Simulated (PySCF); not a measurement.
**C₅H₅F: electronic excitations and core binding energies**

What electronic excitations and core binding energies should C₅H₅F (`C#C/C=C/CF`) show?

Programs: PySCF 2.14.0, with density-fitted response routines of our own. Each step states its level of theory. These are calculated values for one molecule in the gas phase, unless marked as measured. Atoms count from 0, in the outputs and in this text.

## 1. The starting structure

11 atoms, charge 0, multiplicity 1; geometry from: GFN2-xTB.

Bonds of the start (Å): C0–C1 1.20, C1–C2 1.41, C2–C3 1.33, C3–C4 1.49, C4–F5 1.37, C0–H6 1.05, C2–H7 1.08, C3–H8 1.08, C4–H9 1.10, C4–H10 1.10.

## 2. Excited states and response: CAM-B3LYP/def2-SVPD

The job: settings as JSON, then the geometry in Å.

```
{"job": {"kind": "uv", "xc": "CAM-B3LYP", "basis": "def2-SVPD", "nstates": 8, "ntriplets": 3}, "charge": 0, "multiplicity": 1}
C      3.020123    -0.123367     0.326706
C      1.863600    -0.112380     0.003145
C      0.514768    -0.105165    -0.403237
C     -0.498413     0.093521     0.436201
C     -1.935927     0.106845     0.033943
F     -2.103209    -0.110725    -1.310219
H      4.029512    -0.131865     0.611822
H      0.336487    -0.273554    -1.457859
H     -0.329518     0.262586     1.490474
H     -2.396509     1.078449     0.258103
H     -2.495491    -0.681675     0.554820
```

With the program's defaults for keys left out, this is: TDDFT CAM-B3LYP/def2-SVPD, vertical, gas phase, core orbitals frozen in the response.

Launch:

```
OMP_NUM_THREADS=1 python probes_run.py task.json out
```

This one command runs all jobs of the session in turn.

Output:

```text
coarse grid: 9616 points
cycle   1  E = -292.8350480099  dE =  8.600e-01  |g| = 5.006e-01  |ddm| = 1.427e+01
cycle   2  E = -292.8312876843  dE =  3.760e-03  |g| = 5.841e-01  |ddm| = 2.200e+00
cycle   3  E = -292.8888503663  dE = -5.756e-02  |g| = 6.612e-02  |ddm| = 7.109e-01
cycle   4  E = -292.8896368065  dE = -7.864e-04  |g| = 2.292e-02  |ddm| = 2.000e-01
cycle   5  E = -292.8897615860  dE = -1.248e-04  |g| = 6.115e-03  |ddm| = 1.422e-01
cycle   6  E = -292.8897697931  dE = -8.207e-06  |g| = 2.496e-03  |ddm| = 2.112e-02
final grid: 94504 points
cycle   7  E = -292.9448278638  dE = -2.422e-05  |g| = 4.918e-03  |ddm| = 1.353e-01
cycle   8  E = -292.9448220409  dE =  5.823e-06  |g| = 7.072e-03  |ddm| = 1.886e-02
cycle   9  E = -292.9448335647  dE = -1.152e-05  |g| = 6.429e-04  |ddm| = 1.006e-02
cycle  10  E = -292.9448336494  dE = -8.469e-08  |g| = 2.386e-04  |ddm| = 1.824e-03
cycle  11  E = -292.9448336612  dE = -1.185e-08  |g| = 8.380e-05  |ddm| = 4.544e-04
cycle  12  E = -292.9448336628  dE = -1.575e-09  |g| = 9.844e-06  |ddm| = 1.820e-04
cycle  13  E = -292.9448336628  dE = -3.155e-11  |g| = 3.397e-06  |ddm| = 3.430e-05
converged SCF energy = -292.9448336628

Static polarisability (au): isotropic 62.982, principal 41.082 50.325 97.539

Singlet excitations
state   eV       nm        f      main configurations
  1   5.5490    223.4   0.00005   H-1->L 0.95
  2   5.6980    217.6   0.34697   H->L 0.85
  3   6.3469    195.3   0.00004   H->L+4 0.56, H->L+2 0.15, H->L+3 0.09
  4   6.8495    181.0   0.00188   H->L+1 0.80
  5   7.4856    165.6   0.00533   H->L+2 0.72, H->L+4 0.16
  6   7.6331    162.4   0.41239   H-2->L 0.40, H-1->L+4 0.23, H->L 0.10
  7   7.7096    160.8   0.01148   H->L+3 0.77
  8   7.9314    156.3   0.07556   H-1->L+1 0.52, H-1->L+2 0.37

Triplet excitations (Tamm-Dancoff, eV): 3.4917 5.2024 5.6573
```

It took 16 s on 1 thread of Arm Neoverse V2, shared host; peak memory 0.71 GiB.

Frontier orbitals and where they lie:

| orbital | eV | atoms |
| --- | --- | --- |
| HOMO−3 | -11.75 | F5 40 %, C3 20 %, C4 19 % |
| HOMO−2 | -11.11 | C1 27 %, C2 22 %, C0 18 % |
| HOMO−1 | -9.48 | C0 42 %, C1 41 %, C2 7 % |
| HOMO | -8.37 | C0 25 %, C3 22 %, C1 21 % |
| LUMO | 0.14 | C3 28 %, C2 22 %, C0 16 % |
| LUMO+1 | 1.33 | C4 26 %, C3 17 %, H9 9 % |
| LUMO+2 | 1.82 | C0 29 %, H6 10 %, C1 10 % |

With each of the 8 states as a Gaussian band of 0.4 eV half-width at 1/e, the curve within the window shown has maxima at 218 nm (ε 14,000), 162 nm (ε 19,000) L/(mol cm). Beyond the last state computed it falls off for lack of states. The curve at chosen wavelengths:

(nm, ε (L/mol/cm)): (151, 3617), (155, 9811), (159, 16898), (163, 19021), (167, 14456), (171, 7725), (175, 3051), (179, 963), (183, 291), (187, 152), (191, 286), (195, 853), (199, 2217), (202, 3939), (206, 7066), (210, 10480), (214, 13100), (218, 14051), (222, 13139), (226, 10866), (230, 8050), (234, 5405), (238, 3323), (242, 1888), (246, 1000), (250, 498)

Ground-state properties from the same run:

| property | computed |
| --- | --- |
| dipole moment (D) | 1.81 |
| polarisability (Å³) | 9.33 |
| HOMO–LUMO gap (eV) | 8.51 |
| −ε(HOMO) (eV) | 8.37 |

## 3. Core-electron binding energies: SCAN, X2C

Same as in step 2 but for these lines:

```diff
@@ -1,2 +1,2 @@
-{"job": {"kind": "uv", "xc": "CAM-B3LYP", "basis": "def2-SVPD", "nstates": 8, "ntriplets": 3}, "charge": 0, "multiplicity": 1}
+{"job": {"kind": "xps"}, "charge": 0, "multiplicity": 1}
 C      3.020123    -0.123367     0.326706
```

Level: delta-SCF UKS SCAN, pcX-2 on the ionised atom, pcseg-1 elsewhere, spin-free X2C.

Output:

```text
ground state, core basis on atom 0 (C), 140 functions
  cycle   1  E = -293.21055105  |g| = 5.52e-01
  cycle   2  E = -293.15433402  |g| = 7.73e-01
  cycle   3  E = -293.27105770  |g| = 1.76e-01
  cycle   4  E = -293.27812296  |g| = 4.91e-02
  cycle   5  E = -293.27863845  |g| = 2.37e-02
  cycle   6  E = -293.27877579  |g| = 6.20e-03
  cycle   7  E = -293.27877849  |g| = 5.13e-03
  cycle   8  E = -293.27878496  |g| = 4.35e-04
  E(ground) = -293.28397734 Eh
hole in C 1s of atom 0
  cycle   1  E = -282.03790793  |g| = 1.51e+00
  cycle   2  E = -279.26787304  |g| = 2.56e+00
  cycle   3  E = -282.28542192  |g| = 8.04e-01
  cycle   4  E = -282.46854304  |g| = 5.76e-01
  cycle   5  E = -282.58570944  |g| = 2.72e-01
  cycle   6  E = -282.61869524  |g| = 6.36e-02
  cycle   7  E = -282.62102057  |g| = 2.98e-02
  cycle   8  E = -282.62149814  |g| = 1.31e-02
  cycle   9  E = -282.62170589  |g| = 8.57e-03
  cycle  10  E = -282.62181046  |g| = 5.34e-03
  cycle  11  E = -282.62189250  |g| = 2.88e-03
  cycle  12  E = -282.62190606  |g| = 1.60e-03
  cycle  13  E = -282.62190800  |g| = 6.88e-04
  cycle  14  E = -282.62190976  |g| = 2.60e-04
  E(ion) = -282.62632176 Eh   <S^2> = 0.8342   hole on atom = 1.000   binding energy = 290.010 eV
ground state, core basis on atom 1 (C), 140 functions
  cycle   1  E = -293.27897983  |g| = 6.52e-02
  cycle   2  E = -293.27710650  |g| = 8.94e-02
  cycle   3  E = -293.27863745  |g| = 4.83e-02
  cycle   4  E = -293.27926547  |g| = 8.06e-03
  cycle   5  E = -293.27928287  |g| = 1.67e-03
  cycle   6  E = -293.27928486  |g| = 5.00e-04
  cycle   7  E = -293.27928493  |g| = 1.45e-04
  E(ground) = -293.28486806 Eh
hole in C 1s of atom 1
  cycle   1  E = -282.02791111  |g| = 1.51e+00
  cycle   2  E = -279.63611507  |g| = 2.63e+00
  cycle   3  E = -282.29936731  |g| = 7.50e-01
  cycle   4  E = -282.37135452  |g| = 6.65e-01
  cycle   5  E = -282.54018765  |g| = 3.23e-01
  cycle   6  E = -282.59144454  |g| = 8.16e-02
  cycle   7  E = -282.59570242  |g| = 3.12e-02
  cycle   8  E = -282.59637555  |g| = 1.44e-02
  cycle   9  E = -282.59668653  |g| = 1.15e-02
  cycle  10  E = -282.59695983  |g| = 8.27e-03
  cycle  11  E = -282.59726620  |g| = 5.78e-03
  cycle  12  E = -282.59737580  |g| = 3.71e-03
  cycle  13  E = -282.59741374  |g| = 2.18e-03
  cycle  14  E = -282.59743414  |g| = 1.08e-03
  cycle  15  E = -282.59743908  |g| = 5.28e-04
  cycle  16  E = -282.59743954  |g| = 3.02e-04
  E(ion) = -282.60178543 Eh   <S^2> = 0.8924   hole on atom = 1.000   binding energy = 290.701 eV
ground state, core basis on atom 2 (C), 140 functions
  cycle   1  E = -293.27664189  |g| = 6.02e-02
  cycle   2  E = -293.27607060  |g| = 5.21e-02
  cycle   3  E = -293.27599428  |g| = 5.30e-02
  cycle   4  E = -293.27675311  |g| = 1.29e-02
  cycle   5  E = -293.27679546  |g| = 1.97e-03
  cycle   6  E = -293.27679796  |g| = 3.39e-04
  E(ground) = -293.28164424 Eh
hole in C 1s of atom 2
  cycle   1  E = -282.00206227  |g| = 1.51e+00
  cycle   2  E = -280.86449000  |g| = 2.04e+00
  cycle   3  E = -282.32228570  |g| = 6.98e-01
  cycle   4  E = -282.41443106  |g| = 5.17e-01
  cycle   5  E = -282.55948223  |g| = 1.69e-01
  cycle   6  E = -282.57431759  |g| = 5.62e-02
  cycle   7  E = -282.57592026  |g| = 2.37e-02
  cycle   8  E = -282.57629025  |g| = 1.02e-02
  cycle   9  E = -282.57643360  |g| = 7.09e-03
  cycle  10  E = -282.57652703  |g| = 5.52e-03
  cycle  11  E = -282.57665841  |g| = 4.27e-03
  cycle  12  E = -282.57675393  |g| = 2.87e-03
  cycle  13  E = -282.57678995  |g| = 1.32e-03
  cycle  14  E = -282.57679783  |g| = 5.67e-04
  cycle  15  E = -282.57679863  |g| = 3.26e-04
  E(ion) = -282.58115115 Eh   <S^2> = 0.8476   hole on atom = 1.000   binding energy = 291.175 eV
ground state, core basis on atom 3 (C), 140 functions
  cycle   1  E = -293.27610301  |g| = 6.15e-02
  cycle   2  E = -293.27553877  |g| = 5.38e-02
  cycle   3  E = -293.27581464  |g| = 4.17e-02
  cycle   4  E = -293.27627871  |g| = 7.52e-03
  cycle   5  E = -293.27629333  |g| = 8.74e-04
  cycle   6  E = -293.27629497  |g| = 4.99e-04
  E(ground) = -293.28110777 Eh
hole in C 1s of atom 3
  cycle   1  E = -282.00491854  |g| = 1.52e+00
  cycle   2  E = -280.53663614  |g| = 2.18e+00
  cycle   3  E = -282.32499860  |g| = 6.88e-01
  cycle   4  E = -282.39981987  |g| = 5.59e-01
  cycle   5  E = -282.56850357  |g| = 2.21e-01
  cycle   6  E = -282.59323914  |g| = 5.81e-02
  cycle   7  E = -282.59457231  |g| = 2.14e-02
  cycle   8  E = -282.59478621  |g| = 9.37e-03
  cycle   9  E = -282.59489151  |g| = 4.83e-03
  cycle  10  E = -282.59495525  |g| = 3.53e-03
  cycle  11  E = -282.59500564  |g| = 2.23e-03
  cycle  12  E = -282.59502951  |g| = 1.06e-03
  cycle  13  E = -282.59503207  |g| = 5.86e-04
  cycle  14  E = -282.59503302  |g| = 4.93e-04
  E(ion) = -282.59921729 Eh   <S^2> = 0.8248   hole on atom = 1.000   binding energy = 290.669 eV
ground state, core basis on atom 4 (C), 140 functions
  cycle   1  E = -293.27873781  |g| = 6.08e-02
  cycle   2  E = -293.27830773  |g| = 4.87e-02
  cycle   3  E = -293.27840698  |g| = 4.25e-02
  cycle   4  E = -293.27886857  |g| = 9.83e-03
  cycle   5  E = -293.27889385  |g| = 3.00e-03
  cycle   6  E = -293.27889586  |g| = 5.06e-04
  cycle   7  E = -293.27889720  |g| = 1.73e-04
  E(ground) = -293.28212877 Eh
hole in C 1s of atom 4
  cycle   1  E = -281.94257640  |g| = 1.50e+00
  cycle   2  E = -278.07548901  |g| = 2.77e+00
  cycle   3  E = -281.68009959  |g| = 1.21e+00
  cycle   4  E = -282.43607809  |g| = 3.86e-01
  cycle   5  E = -282.44665615  |g| = 3.04e-01
  cycle   6  E = -282.47590867  |g| = 1.88e-01
  cycle   7  E = -282.49417788  |g| = 2.61e-02
  cycle   8  E = -282.49449220  |g| = 1.08e-02
  cycle   9  E = -282.49455845  |g| = 4.66e-03
  cycle  10  E = -282.49457343  |g| = 2.79e-03
  cycle  11  E = -282.49458058  |g| = 2.09e-03
  cycle  12  E = -282.49458755  |g| = 1.11e-03
  cycle  13  E = -282.49459373  |g| = 9.48e-04
  cycle  14  E = -282.49460002  |g| = 8.41e-04
  cycle  15  E = -282.49461821  |g| = 5.71e-04
  cycle  16  E = -282.49462164  |g| = 4.85e-04
  E(ion) = -282.49861125 Eh   <S^2> = 0.7792   hole on atom = 1.000   binding energy = 293.434 eV
ground state, core basis on atom 5 (F), 140 functions
  cycle   1  E = -293.31990620  |g| = 1.17e-01
  cycle   2  E = -293.31962723  |g| = 5.70e-02
  cycle   3  E = -293.31954942  |g| = 6.20e-02
  cycle   4  E = -293.32006513  |g| = 8.86e-03
  cycle   5  E = -293.32008501  |g| = 2.17e-03
  cycle   6  E = -293.32008723  |g| = 4.87e-04
  E(ground) = -293.32590660 Eh
hole in F 1s of atom 5
  cycle   1  E = -266.97194160  |g| = 2.58e+00
  cycle   2  E = -265.27232971  |g| = 2.55e+00
  cycle   3  E = -266.43276256  |g| = 1.49e+00
  cycle   4  E = -267.76515116  |g| = 4.49e-01
  cycle   5  E = -267.69055565  |g| = 5.18e-01
  cycle   6  E = -267.84829337  |g| = 1.46e-01
  cycle   7  E = -267.85652712  |g| = 6.99e-02
  cycle   8  E = -267.85894007  |g| = 1.74e-02
  cycle   9  E = -267.85907862  |g| = 7.34e-03
  cycle  10  E = -267.85910645  |g| = 1.08e-03
  cycle  11  E = -267.85910742  |g| = 2.91e-04
  E(ion) = -267.87052926 Eh   <S^2> = 0.7568   hole on atom = 1.000   binding energy = 692.676 eV
```

It took 40 s on 1 thread of Arm Neoverse V2, shared host; peak memory 0.52 GiB.

Binding energies by hole, beside the orbital energy of the ground state; the difference holds orbital relaxation and, for a density functional, its self-interaction error:

| hole | stands for | environment | ΔSCF (eV) | −ε (eV) | ⟨S²⟩ |
| --- | --- | --- | --- | --- | --- |
| C1s on C0 | C0 | terminal alkyne carbon | 290.01 | 273.5 | 0.834 |
| C1s on C1 | C1 | alkyne carbon | 290.70 (doubtful) | 273.8 | 0.892 |
| C1s on C2 | C2 | alkene CH | 291.18 | 274.4 | 0.848 |
| C1s on C3 | C3 | alkene CH | 290.67 | 274.4 | 0.825 |
| C1s on C4 | C4 | allylic sp3 CH2 bonded to F | 293.43 | 276.1 | 0.779 |
| F1s on F5 | F5 | fluorine on an sp3 carbon | 692.68 | 666.6 | 0.757 |

Doubtful: the ion did not converge, its hole moved, or its ⟨S²⟩ is well above 0.75.

## 4. Summary of results

| quantity | value |
| --- | --- |
| lowest singlet (CAM-B3LYP/def2-SVPD) | 5.55 eV (223 nm), f = 0.000 |
| brightest single state of those computed | state 6, 7.63 eV, f = 0.412 |
| lowest triplet | 3.49 eV |
| C1s binding energies, SCAN/pcX-2 (standing for 4 of 5 atoms) | C4 293.43, C2 291.18, C3 290.67, C0 290.01 eV |
| F1s binding energies, SCAN/pcX-2 | F5 692.68 eV |

**Reading.** The first singlet state (HOMO−1→LUMO 0.95) lies at 5.55 eV and is dark; of the 8 states computed, the strongest absorption comes from state 6 at 7.63 eV. The lowest triplet lies 2.06 eV below the lowest singlet (triplets in Tamm-Dancoff, singlets in full TDDFT). The C1s levels kept as sound span 3.42 eV, from C0 (terminal alkyne carbon) up to C4 (allylic sp3 CH2 bonded to F). Only 4 of the 5 C atoms are covered by sound results.
